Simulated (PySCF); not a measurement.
# A diatomic session: SiO+, part 2 of 2

PySCF 2.14.0; Si def2-SVPD, O def2-SVPD; no relativity. Earlier steps stand in the parts before.

### 8 TPSS

The SCF at the reference distance, 1.546 Å, printed:

```text
[... 13 set-up lines left out, the same as in an earlier log ...]
max_memory 909 MB (current use 311 MB)
[... 3 set-up lines left out, the same as in an earlier log ...]
XC functionals = TPSS
    J. Tao, J. P. Perdew, V. N. Staroverov, and G. E. Scuseria.,  Phys. Rev. Lett. 91, 146401 (2003)
    J. P. Perdew, J. Tao, V. N. Staroverov, and G. E. Scuseria.,  J. Chem. Phys. 120, 6898 (2004)
    J. Tao, J. P. Perdew, V. N. Staroverov, and G. E. Scuseria.,  Phys. Rev. Lett. 91, 146401 (2003)
    J. P. Perdew, J. Tao, V. N. Staroverov, and G. E. Scuseria.,  J. Chem. Phys. 120, 6898 (2004)
[... 2 set-up lines left out, the same as in an earlier log ...]
init E= -364.183312287857
cycle= 1 E= -364.183854508969  delta_E= -0.000542  |g|= 0.036  |ddm|= 0.103
cycle= 2 E= -364.168210315594  delta_E= 0.0156  |g|= 0.185  |ddm|= 0.198
cycle= 3 E= -364.184552572343  delta_E= -0.0163  |g|= 0.0164  |ddm|= 0.136
cycle= 4 E= -364.18470283588  delta_E= -0.00015  |g|= 0.00169  |ddm|= 0.0163
cycle= 5 E= -364.184708852388  delta_E= -6.02e-06  |g|= 0.000701  |ddm|= 0.00682
cycle= 6 E= -364.184709579985  delta_E= -7.28e-07  |g|= 0.000112  |ddm|= 0.00233
cycle= 7 E= -364.184709595867  delta_E= -1.59e-08  |g|= 8.35e-05  |ddm|= 0.000312
cycle= 8 E= -364.184709600666  delta_E= -4.8e-09  |g|= 1.33e-05  |ddm|= 0.000124
cycle= 9 E= -364.184709600764  delta_E= -9.73e-11  |g|= 1.76e-06  |ddm|= 1.71e-05
Extra cycle  E= -364.184709600732  delta_E= 3.13e-11  |g|= 8.37e-06  |ddm|= 7.81e-06
converged SCF energy = -364.184709600732  <S^2> = 0.75691373  2S+1 = 2.0069018
```

Re = 1.548 Å, ωe = 1112 cm⁻¹, ωexe = 6.87 cm⁻¹, αe = 0.00568 cm⁻¹, Be = 0.6911 cm⁻¹, De = 4.77 eV, μ = -4.46 D.

### 9 BHandHLYP

Log of the SCF at 1.546 Å:

```text
[... 17 set-up lines left out, the same as in an earlier log ...]
XC functionals = BHANDHLYP
    A. D. Becke.,  J. Chem. Phys. 98, 1372 (1993)
    Defined through Gaussian implementation.
[... 2 set-up lines left out, the same as in an earlier log ...]
init E= -364.108352630513
cycle= 1 E= -364.1095107596  delta_E= -0.00116  |g|= 0.038  |ddm|= 0.0823
cycle= 2 E= -364.107850837784  delta_E= 0.00166  |g|= 0.08  |ddm|= 0.109
cycle= 3 E= -364.110632401468  delta_E= -0.00278  |g|= 0.00777  |ddm|= 0.0539
cycle= 4 E= -364.110890477729  delta_E= -0.000258  |g|= 0.00395  |ddm|= 0.0396
cycle= 5 E= -364.110979389356  delta_E= -8.89e-05  |g|= 0.00182  |ddm|= 0.0322
cycle= 6 E= -364.110987705508  delta_E= -8.32e-06  |g|= 0.000364  |ddm|= 0.0113
cycle= 7 E= -364.110987871755  delta_E= -1.66e-07  |g|= 0.000114  |ddm|= 0.000914
cycle= 8 E= -364.110987893258  delta_E= -2.15e-08  |g|= 3.83e-05  |ddm|= 0.000261
cycle= 9 E= -364.110987898993  delta_E= -5.73e-09  |g|= 7.37e-06  |ddm|= 0.000176
cycle= 10 E= -364.110987899241  delta_E= -2.49e-10  |g|= 1.4e-06  |ddm|= 4.24e-05
Extra cycle  E= -364.110987899246  delta_E= -4.32e-12  |g|= 7.31e-07  |ddm|= 3.76e-06
converged SCF energy = -364.110987899246  <S^2> = 0.77206567  2S+1 = 2.0219453
```

Re = 1.545 Å, ωe = 1071 cm⁻¹, ωexe = 5.16 cm⁻¹, αe = 0.00561 cm⁻¹, Be = 0.6936 cm⁻¹, De = 3.68 eV, μ = -4.41 D.

### 10 revPBE (GGA)

Log of the SCF at 1.546 Å:

```text
[... 13 set-up lines left out, the same as in an earlier log ...]
max_memory 909 MB (current use 312 MB)
[... 3 set-up lines left out, the same as in an earlier log ...]
XC functionals = PBE_R,PBE
    Y. Zhang and W. Yang.,  Phys. Rev. Lett. 80, 890 (1998)
[... 4 set-up lines left out, the same as in an earlier log ...]
init E= -364.078926200376
cycle= 1 E= -364.078452771693  delta_E= 0.000473  |g|= 0.0681  |ddm|= 0.127
cycle= 2 E= -364.025243283217  delta_E= 0.0532  |g|= 0.341  |ddm|= 0.349
cycle= 3 E= -364.080802222072  delta_E= -0.0556  |g|= 0.0176  |ddm|= 0.266
cycle= 4 E= -364.080976781205  delta_E= -0.000175  |g|= 0.00137  |ddm|= 0.0197
cycle= 5 E= -364.080980384258  delta_E= -3.6e-06  |g|= 0.00122  |ddm|= 0.0058
cycle= 6 E= -364.0809817291  delta_E= -1.34e-06  |g|= 0.000289  |ddm|= 0.00253
cycle= 7 E= -364.08098178582  delta_E= -5.67e-08  |g|= 7.59e-05  |ddm|= 0.000459
cycle= 8 E= -364.080981789742  delta_E= -3.92e-09  |g|= 3.69e-05  |ddm|= 0.000117
cycle= 9 E= -364.080981790427  delta_E= -6.85e-10  |g|= 7.94e-06  |ddm|= 3.53e-05
Extra cycle  E= -364.080981789583  delta_E= 8.45e-10  |g|= 4.3e-05  |ddm|= 4.04e-05
converged SCF energy = -364.080981789583  <S^2> = 0.7553516  2S+1 = 2.0053445
```

Re = 1.556 Å, ωe = 1097 cm⁻¹, ωexe = 6.89 cm⁻¹, αe = 0.00565 cm⁻¹, Be = 0.6843 cm⁻¹, De = 4.83 eV, μ = -4.46 D.

### 11 LC-ωPBE (range-separated hybrid)

The SCF at the reference distance, 1.546 Å, printed:

```text
[... 17 set-up lines left out, the same as in an earlier log ...]
XC functionals = LC_WPBE
    O. A. Vydrov and G. E. Scuseria.,  J. Chem. Phys. 125, 234109 (2006)
[... 2 set-up lines left out, the same as in an earlier log ...]
init E= -363.9884919222
cycle= 1 E= -363.989439812382  delta_E= -0.000948  |g|= 0.0192  |ddm|= 0.0808
cycle= 2 E= -363.989313510791  delta_E= 0.000126  |g|= 0.0275  |ddm|= 0.0399
cycle= 3 E= -363.989626367988  delta_E= -0.000313  |g|= 0.0037  |ddm|= 0.0204
cycle= 4 E= -363.989640362317  delta_E= -1.4e-05  |g|= 0.000964  |ddm|= 0.00806
cycle= 5 E= -363.989643246373  delta_E= -2.88e-06  |g|= 0.000543  |ddm|= 0.00382
cycle= 6 E= -363.989645137393  delta_E= -1.89e-06  |g|= 0.000343  |ddm|= 0.00368
cycle= 7 E= -363.989646173172  delta_E= -1.04e-06  |g|= 0.000126  |ddm|= 0.00359
cycle= 8 E= -363.98964628588  delta_E= -1.13e-07  |g|= 4.76e-05  |ddm|= 0.0013
cycle= 9 E= -363.989646296517  delta_E= -1.06e-08  |g|= 2.01e-05  |ddm|= 0.000301
cycle= 10 E= -363.989646298644  delta_E= -2.13e-09  |g|= 6.99e-06  |ddm|= 9.75e-05
cycle= 11 E= -363.98964629888  delta_E= -2.36e-10  |g|= 9.34e-07  |ddm|= 4.12e-05
Extra cycle  E= -363.989646298881  delta_E= -1.42e-12  |g|= 8.38e-07  |ddm|= 2.28e-06
converged SCF energy = -363.989646298881  <S^2> = 0.76714249  2S+1 = 2.0170696
```

Re = 1.532 Å, ωe = 1113 cm⁻¹, ωexe = 7.20 cm⁻¹, αe = 0.00662 cm⁻¹, Be = 0.7057 cm⁻¹, De = 4.33 eV, μ = -4.74 D. 12 s of CPU time for 12 points, integrals apart.

### 12 ROHF (mean field)

Output of the SCF at 1.546 Å:

```text
******** <class 'pyscf.scf.hf_symm.SymAdaptedROHF'> ********
method = SymAdaptedROHF
[... 12 set-up lines left out, the same as in an earlier log ...]
num. doubly occ = 10  num. singly occ = 1
Overwritten attributes  get_hcore get_occ get_jk get_k get_j  of <class 'pyscf.scf.hf_symm.SymAdaptedROHF'>
<class 'pyscf.scf.hf_symm.SymAdaptedROHF'> does not have attributes  refdm
[... 1 set-up line left out, the same as in an earlier log ...]
init E= -363.235366538846
cycle= 1 E= -363.237211554279  delta_E= -0.00185  |g|= 0.0386  |ddm|= 0.321
cycle= 2 E= -363.239900815132  delta_E= -0.00269  |g|= 0.0472  |ddm|= 0.106
cycle= 3 E= -363.241037342929  delta_E= -0.00114  |g|= 0.0275  |ddm|= 0.0316
cycle= 4 E= -363.243856479975  delta_E= -0.00282  |g|= 0.0383  |ddm|= 0.104
cycle= 5 E= -363.247768892033  delta_E= -0.00391  |g|= 0.0295  |ddm|= 0.173
cycle= 6 E= -363.248289558712  delta_E= -0.000521  |g|= 0.011  |ddm|= 0.0351
cycle= 7 E= -363.247385425003  delta_E= 0.000904  |g|= 0.0255  |ddm|= 0.22
cycle= 8 E= -363.24894288071  delta_E= -0.00156  |g|= 0.00573  |ddm|= 0.0996
cycle= 9 E= -363.248946366729  delta_E= -3.49e-06  |g|= 0.00437  |ddm|= 0.0542
cycle= 10 E= -363.249012212079  delta_E= -6.58e-05  |g|= 0.000707  |ddm|= 0.0233
cycle= 11 E= -363.249013209833  delta_E= -9.98e-07  |g|= 0.0005  |ddm|= 0.0018
cycle= 12 E= -363.249013963939  delta_E= -7.54e-07  |g|= 0.000137  |ddm|= 0.00217
cycle= 13 E= -363.24901402233  delta_E= -5.84e-08  |g|= 2.42e-05  |ddm|= 0.000691
cycle= 14 E= -363.249014024327  delta_E= -2e-09  |g|= 4.17e-07  |ddm|= 0.000151
cycle= 15 E= -363.249014024326  delta_E= 5.68e-13  |g|= 2.17e-07  |ddm|= 3.68e-06
Extra cycle  E= -363.249014024327  delta_E= -6.25e-13  |g|= 3e-07  |ddm|= 1.01e-06
converged SCF energy = -363.249014024327
```

Re = 1.574 Å, ωe = 1052 cm⁻¹, ωexe = 4.97 cm⁻¹, αe = 0.00480 cm⁻¹, Be = 0.6685 cm⁻¹, De = 1.70 eV, μ = -3.55 D. 3.5 s of CPU time for 12 points, integrals apart.

### 13 Correlated methods on the Hartree–Fock reference

Reference: ROHF; core orbitals frozen: 6.

Output of the coupled-cluster run at 1.546 Å:

```text
******** <class 'pyscf.cc.uccsd.UCCSD'> ********
CC2 = 0
CCSD nocc = (np.int64(5), np.int64(4)), nmo = (41, 41)
frozen orbitals [[0, 1, 2, 3, 4, 5], [0, 1, 2, 3, 4, 5]]
max_cycle = 80
direct = 0
conv_tol = 1e-07
conv_tol_normt = 1e-05
diis_space = 8
diis_start_cycle = 0
diis_start_energy_diff = 1e+09
max_memory 909 MB (current use 429 MB)
Init t2, MP2 energy = -0.226456946879716
Init E_corr(UCCSD) = -0.231157093996382
cycle = 1  E_corr(UCCSD) = -0.23712190546022  dE = -0.00596481146  norm(t1,t2) = 0.131274
cycle = 2  E_corr(UCCSD) = -0.250816118210827  dE = -0.0136942128  norm(t1,t2) = 0.0582714
cycle = 3  E_corr(UCCSD) = -0.252069528645094  dE = -0.00125341043  norm(t1,t2) = 0.0517953
cycle = 4  E_corr(UCCSD) = -0.263140293637132  dE = -0.011070765  norm(t1,t2) = 0.0412041
cycle = 5  E_corr(UCCSD) = -0.264567213741022  dE = -0.0014269201  norm(t1,t2) = 0.0187192
cycle = 6  E_corr(UCCSD) = -0.265782037714983  dE = -0.00121482397  norm(t1,t2) = 0.00978396
cycle = 7  E_corr(UCCSD) = -0.266296878759287  dE = -0.000514841044  norm(t1,t2) = 0.00350118
cycle = 8  E_corr(UCCSD) = -0.266087994823218  dE = 0.000208883936  norm(t1,t2) = 0.00114098
cycle = 9  E_corr(UCCSD) = -0.266152768217067  dE = -6.47733938e-05  norm(t1,t2) = 0.000530138
cycle = 10  E_corr(UCCSD) = -0.266159877331658  dE = -7.10911459e-06  norm(t1,t2) = 0.000168067
cycle = 11  E_corr(UCCSD) = -0.266159644380591  dE = 2.32951068e-07  norm(t1,t2) = 9.24097e-05
cycle = 12  E_corr(UCCSD) = -0.266161944774408  dE = -2.30039382e-06  norm(t1,t2) = 4.44448e-05
cycle = 13  E_corr(UCCSD) = -0.266163031325627  dE = -1.08655122e-06  norm(t1,t2) = 2.27874e-05
cycle = 14  E_corr(UCCSD) = -0.266163213032476  dE = -1.81706848e-07  norm(t1,t2) = 1.32417e-05
cycle = 15  E_corr(UCCSD) = -0.266162821686918  dE = 3.91345558e-07  norm(t1,t2) = 6.34878e-06
cycle = 16  E_corr(UCCSD) = -0.266162808557237  dE = 1.3129681e-08  norm(t1,t2) = 2.24648e-06
UCCSD converged
E(UCCSD) = -363.5151768328842  E_corr = -0.2661628085572368
UCCSD(T) correction = -0.0116795156180427
```

Correlation energy (eV) along the bond:

```csv
R (Å),MP2,SCS-MP2,CCSD,CCSD(T),T1
1.330,-6.837,-6.568,n/a,n/a,n/a
1.391,-6.504,-6.359,-7.351,-7.633,0.101
1.453,-6.352,-6.238,-7.316,-7.609,0.105
1.500,-6.309,-6.206,-7.280,-7.585,0.103
1.546,-6.287,-6.193,-7.243,-7.560,0.099
1.592,-6.278,-6.190,-7.207,-7.537,0.094
1.654,-6.278,-6.196,-7.166,-7.511,0.088
1.732,-6.290,-6.212,-7.126,-7.492,0.081
1.824,-6.315,-6.239,-7.097,-7.493,0.077
1.948,-6.358,-6.282,n/a,n/a,n/a
```

ROHF-MP2: Re = 1.570 Å, ωe = 1014 cm⁻¹, Be = 0.6723 cm⁻¹, De = 3.82 eV.

ROHF-SCS-MP2: Re = 1.573 Å, ωe = 1016 cm⁻¹, Be = 0.6694 cm⁻¹, De = 3.65 eV.

ROHF-CCSD: Re = 1.556 Å, ωe = 1092 cm⁻¹, ωexe = 5.88 cm⁻¹, αe = 0.00547 cm⁻¹, Be = 0.6840 cm⁻¹, De = 3.81 eV.

ROHF-CCSD(T): Re = 1.562 Å, ωe = 1074 cm⁻¹, ωexe = 6.48 cm⁻¹, αe = 0.00553 cm⁻¹, Be = 0.6789 cm⁻¹, De = 4.07 eV.

### 14 The curves together

Energy (eV) from each level's lowest point:

```csv
R (Å),ROHF,ROHF-MP2,ROHF-SCS-MP2,ROHF-CCSD,ROHF-CCSD(T),PBE,revPBE,TPSS,r²SCAN,PBE0,BHandHLYP,LC-ωPBE
1.330,1.601,1.042,1.222,n/a,n/a,1.819,1.873,1.775,1.673,1.652,1.609,1.535
1.391,0.975,0.750,0.806,0.856,0.892,0.826,0.862,0.796,0.724,0.716,0.708,0.636
1.453,0.374,0.300,0.326,0.291,0.315,0.272,0.292,0.255,0.213,0.214,0.221,0.169
1.500,0.125,0.095,0.110,0.078,0.090,0.068,0.078,0.060,0.040,0.042,0.049,0.022
1.546,0.011,0.002,0.008,0.000,0.000,0.000,0.000,0.000,0.000,0.000,0.000,0.000
1.592,0.000,0.000,0.000,0.025,0.013,0.035,0.026,0.041,0.059,0.055,0.043,0.069
1.654,0.108,0.108,0.103,0.175,0.147,0.197,0.176,0.210,0.248,0.235,0.206,0.262
1.732,0.383,0.371,0.361,0.489,0.440,0.522,0.487,0.540,0.599,0.574,0.528,0.610
1.824,0.841,0.804,0.791,0.976,0.898,1.009,0.959,1.032,1.110,1.075,1.017,1.122
1.948,1.563,1.483,1.471,n/a,n/a,1.713,1.644,1.744,1.841,1.804,1.748,1.882
```

The whole job (state search and all levels along the bond) took 2.2 min on 1 thread of Oxide Virtual Turin-like (shared host), peak memory 0.55 GiB.

### 15 Results

What follows sums up all 2 parts.

Lowest PBE0 solution found, without spin–orbit coupling: ²Σ⁺ (doublet), unpaired electrons σ ↑. State 2 has its PBE0 minimum 0.07 eV higher. State 3 has its PBE0 minimum 3.64 eV higher. The other levels ran on the lowest alone.

```csv
level,Re (Å),ωe (cm⁻¹),De (eV),μ (D)
ROHF,1.574,1052,1.70,-3.55
ROHF-MP2,1.570,1014,3.82,n/a
ROHF-SCS-MP2,1.573,1016,3.65,n/a
ROHF-CCSD,1.556,1092,3.81,n/a
ROHF-CCSD(T),1.562,1074,4.07,n/a
PBE,1.551,1109,5.12,-4.45
revPBE,1.556,1097,4.83,-4.46
TPSS,1.548,1112,4.77,-4.46
r²SCAN,1.539,1132,4.82,-4.58
PBE0,1.541,1111,4.41,-4.56
BHandHLYP,1.545,1071,3.68,-4.41
LC-ωPBE,1.532,1113,4.33,-4.74
```

De is counted to Si+ + O in their ground configurations. A positive dipole points from Si to O; in an ion it is taken about the centre of mass and does not tell which atom is negative.

Time per point (s) on 1 thread of Oxide Virtual Turin-like, shared host (CPU time, shared integrals of 0.045 s apart; correlated levels include their reference; CCSD comes with the CCSD(T) run); the times are rough: ROHF 0.29, ROHF-MP2 0.41, ROHF-SCS-MP2 0.41, ROHF-CCSD(T) 3.2, PBE 0.69, revPBE 0.57, TPSS 1.1, r²SCAN 1, PBE0 1.1, BHandHLYP 0.7, LC-ωPBE 1.

The methods spread over 0.042 Å in bond length, from LC-ωPBE to ROHF. Of the levels with a De here, ROHF gives the least (1.70 eV) and PBE the most (5.12 eV).

Correlated steps freeze 6 core orbitals. T1 is 0.099 near the minimum (highest on the curve 0.105), which may point to more than one leading configuration.
